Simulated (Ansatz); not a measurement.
Rock-salt HfN was calculated with r²SCAN+rVV10 (plane waves, PAW; Ansatz, a program for electronic structure).

Run with plane-wave cutoff 560 eV, 22×22×22 k mesh, Fermi–Dirac smearing 0.05 eV, scalar-relativistic PAW data made under PBE.

The volume scan:

```json
[
 {"V (Å³/atom)": "10.813", "E − E_lowest (meV/atom)": "41.41", "P (GPa)": "20.28"},
 {"V (Å³/atom)": "11.043", "E − E_lowest (meV/atom)": "17.75", "P (GPa)": "12.80"},
 {"V (Å³/atom)": "11.273", "E − E_lowest (meV/atom)": "4.29", "P (GPa)": "6.07"},
 {"V (Å³/atom)": "11.503", "E − E_lowest (meV/atom)": "0.00", "P (GPa)": "0.01"},
 {"V (Å³/atom)": "11.734", "E − E_lowest (meV/atom)": "3.98", "P (GPa)": "-5.46"},
 {"V (Å³/atom)": "11.964", "E − E_lowest (meV/atom)": "15.41", "P (GPa)": "-10.38"},
 {"V (Å³/atom)": "12.194", "E − E_lowest (meV/atom)": "33.55", "P (GPa)": "-14.81"}
]
```

Question: Estimate the bulk modulus from the pressures at 11.273 and 11.734 Å³/atom, and compare it with a fit to all energies.

Answer: B = −V dP/dV. Between V = 11.273 and 11.734 Å³/atom, dP/dV = (-5.46 − (6.07))/(11.734 − 11.273) = -25.0 GPa per Å³/atom; at the midpoint 11.503 Å³/atom this gives B ≈ 288 GPa. The third-order Birch–Murnaghan fit gives V0 = 11.504 Å³/atom, B0 = 288 GPa, B′ = 4.2, which lies within 1 % of that estimate.

Measured, for comparison: bulk modulus 260 GPa (room temperature, not corrected to a static lattice, our sources range from 260 to 306; as tabulated in Synthesis of Binary Transition Metal Nitrides, Carbides and Borides from the …); equilibrium volume per atom 11.57 Å³/atom (room temperature, not corrected to a static lattice; as tabulated in Seo, Lee, Wen, Petrov, Greene, Gall, J. Appl. Phys. 96, 878 (2004)). Computed (rounded) less measured: bulk modulus not scored (sources differ), equilibrium volume per atom -0.6 %. A static lattice is as a rule a little smaller and stiffer than an uncorrected measurement, which narrows the difference in the equilibrium volume per atom and would widen misses of the other sign.

Spin–orbit coupling is not included.

The computed numbers hold no vibrational or temperature effects.

Cost on a shared machine: roughly 4 core-minutes.
